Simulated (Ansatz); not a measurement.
**Pulling the pair apart**

The pair of H2O (SMILES O, atoms 1–3) and SiH4 (SMILES [SiH4], atoms 4–8), both closed shells, in one local arrangement (a lower one may exist), relaxed at PBE0-D4/def2-TZVP:

```
atom    x (Å)    y (Å)    z (Å)
  O1   0.2532  -0.1279  -1.8493
  H2  -0.5302  -0.5685  -2.1869
  H3   0.1910   0.7758  -2.1675
 Si4   0.0228  -0.0192   1.2207
  H5   0.2951  -1.4199   0.8208
  H6   1.1185   0.8833   0.7927
  H7  -0.0755   0.0365   2.7061
  H8  -1.2751   0.4399   0.6634
```

SiH4 is shifted rigidly along the line between the mean atom positions of the two fragments (negative: closer). Counterpoise interaction energies in kcal/mol. Program: Ansatz 0.2.0. Basis: def2-TZVPPD. Cores are frozen in the correlated methods. B3LYP uses VWN-RPA correlation.

```csv
shift (Å),wB97M-V,MP2,B3LYP-D4
-0.31,-1.02,-0.11,-0.20
-0.15,-1.61,-0.91,-1.02
0.00,-1.80,-1.27,-1.39
0.15,-1.77,-1.38,-1.47
0.37,-1.54,-1.30,-1.35
0.77,-1.04,-0.94,-0.90
1.54,-0.43,-0.41,-0.28
3.08,-0.09,-0.09,0.03
```

At the largest shift the D4 term itself is slightly repulsive (B3LYP-D4 +3.2 meV): a quirk of that model, not of the functional.

Question: What does CCSD(T) give at these shifts? (To be estimated.)

Answer: The calculation gives: -0.11, -0.93, -1.31, -1.42, -1.34, -0.97, -0.42, -0.09 kcal/mol. For zero shift, CCSD(T) at an estimated basis limit (MP2 extrapolated from triple and quadruple zeta, plus CCSD(T) − MP2 in triple zeta) gives -1.59 kcal/mol. These are counterpoise interaction energies, counted from the two frozen fragments.

No T1 diagnostic of these runs exceeds 0.011.

For scale, one of the runs: CCSD(T)/def2-TZVPPD, 190 basis functions, launched by `ansatz run in.yaml --threads 2 --pin off --events-out ev --progress --plain --max-ram 5222MiB`. The run took 28 s on 2 CPU threads of an Arm Neoverse V2 (shared host), with 2 GiB of host memory at its peak.
